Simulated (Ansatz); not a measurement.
**PH (singlet): from Hartree-Fock to the top rungs, aug-cc-pVDZ**

An exercise on one series of results from a longer session: the logs are not shown, and one member is left open.

Method: aug-cc-pVDZ, core rule «outside noble gas», up to 5 orbitals frozen; program: Ansatz 0.2.0, Gaussian basis.

The runs, in order: UHF; CCSD(T) on RHF; CCSD(T) on UHF; BCCD(T) on RHF; CISD; CCSDT(Q) on RHF; CCSDT(Q) on UHF; CISDTQ; CCSDTQ on RHF; CCSDTQ on UHF; CASSCF and MRCISD+Q, 6 electrons in 5 orbitals; CASSCF and NEVPT2, 6 electrons in 5 orbitals; Full CI.

5 further runs of the same task are left out: 5 set aside as unsound or not needed.

## The system

The geometry is a PBE0/def2-TZVPD stationary point (not a proven minimum) of the parent state, kept for this charge and spin.

2 atoms, charge 0, spin multiplicity 1.

Atoms are counted from 1 here; the program's logs count them from 0.

Bond lengths: P1–H2 1.443 Å.

The first run:

The input, in.yaml:

```yaml
crystal:
  periodic: [false, false, false]
  atoms:
    - {symbol: P, position_ang: [0.000000, 0.000000, 0.000000]}
    - {symbol: H, position_ang: [0.000000, 0.000000, 1.442600]}
basis:
  gaussian: {orbitals: aug-cc-pVDZ}
magnetization: {spin_polarized: true, initial_magnetization: 0}
hamiltonian: {xc: hf}
output: {orbitals: {seedname: orbitals}}
```

The run is started by

```bash
$ ansatz run in.yaml --threads 1 --pin off --events-out ev --progress --plain --max-ram 2816MiB --backend cpu
```

Among the steps run: UHF; CCSD(T) on RHF; CCSD(T) on UHF; BCCD(T) on RHF; CISD; CCSDT(Q) on RHF; CCSDT(Q) on UHF; CISDTQ; CCSDTQ on RHF; CCSDTQ on UHF; CASSCF and MRCISD+Q, 6 electrons in 5 orbitals; CASSCF and NEVPT2, 6 electrons in 5 orbitals; Full CI.

One of the session's tables, all rows but one given; the rest of the session is left out.

```
          method  from FCI (meV)
             RHF         +3974.3
            RMP2         +1225.6
            CISD          +580.5
           RCCSD               ?
        RCCSD(T)          +194.3
         BCCD(T)          +197.7
          RCCSDT           +14.5
          CISDTQ           +25.6
       RCCSDT(Q)            -5.7
         RCCSDTQ            +0.1
  CASSCF valence         +2935.9
  NEVPT2 valence          +769.7
  MRCISD valence          +160.9
MRCISD+Q valence           -26.0
             FCI               0
```

Q: Estimate the row for RCCSD from the others.

The run gave: from FCI (meV): +357.8. In the column «from FCI (meV)» it lies between BCCD(T) (+197.7) and CISD (+580.5).

Limits of these values: The report flags that the cluster equations may have other roots. Left out of the table: UHF, UMP2, UCCSD, UCCSD(T), UCCSDT, UCCSDT(Q), UCCSDTQ (another determinant or state than the rows shown). The program flags RCCSDT(Q), RCCSDTQ as in doubt, so those rows may rest on another solution; read them beside their warnings. RCCSDT(Q), MRCISD+Q valence fall below full CI, which methods that aren't variational can do.
